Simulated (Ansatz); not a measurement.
# KBe₂: from a trial structure to a relaxed crystal

Method: DFT PBE, scalar-relativistic, plane waves, PAW (Ansatz). Cutoff 420 eV, Γ-centred k mesh, Gaussian smearing, no spin polarisation in the final step.

KBe₂ was placed on the fluorite structure type (Fm-3m, No. 225), with K in place of Ca, Be in place of F, at a guessed volume.

```xyz
3
Lattice="0.0000 2.9379 2.9379 2.9379 0.0000 2.9379 2.9379 2.9379 0.0000" Properties=species:S:1:pos:R:3 pbc="T T T"
K     0.0000    0.0000    0.0000
Be    1.4690    1.4690    1.4690
Be    4.4069    4.4069    4.4069
```

Steps on the 6×6×6 mesh (3 atoms). 9 of 9 steps are shown, and the free energy counts from the last. Trial steps that were taken back and renewals of the plane-wave basis can be among the rows.

| step | ΔF (meV/atom) | V (Å³/atom) | P (GPa) |
| --- | --- | --- | --- |
| 1 | 607.1 | 16.91 | 21.94 |
| 2 | 331.0 | 19.50 | 12.95 |
| 3 | 158.0 | 22.35 | 7.05 |
| 4 | 61.3 | 25.46 | 3.25 |
| 5 | 20.4 | 28.94 | 0.74 |
| 6 | 17.3 | 30.33 | 0.01 |
| 7 | 2.7 | 30.33 | 0.57 |
| 8 | 0.1 | 31.56 | 0.15 |
| 9 | 0.0 | 31.56 | 0.15 |

A final relaxation ran on a 12×12×12 mesh. The relaxed crystal, Fm-3m (No. 225):

```
K Be
1.0
     0.00000    3.63304    3.63304
     3.63304    0.00000    3.63304
     3.63304    3.63304    0.00000
K Be
1 2
Direct
  0.00000 0.00000 0.00000
  0.25000 0.25000 0.25000
  0.75000 0.75000 0.75000
```

```json
{
 "Volume per atom": "31.97 Å³",
 "Density": "0.99 g/cm³",
 "Energy over the elements": "1.89 eV/atom",
 "Gap on the 12×12×12 mesh": "0 eV (a metal)"
}
```

Formation energies are uncorrected and refer to the elements' standard structures at the same level.

The final run used a 12×12×12 mesh on its 3-atom cell and 0.10 eV smearing. For metals, differences of a few meV/atom aren't resolved.

A structure relaxed within its symmetry needn't be a true minimum.

Cost: 3 runs of about 0.45 core-minutes in all, on Arm Neoverse V1 (shared hosts).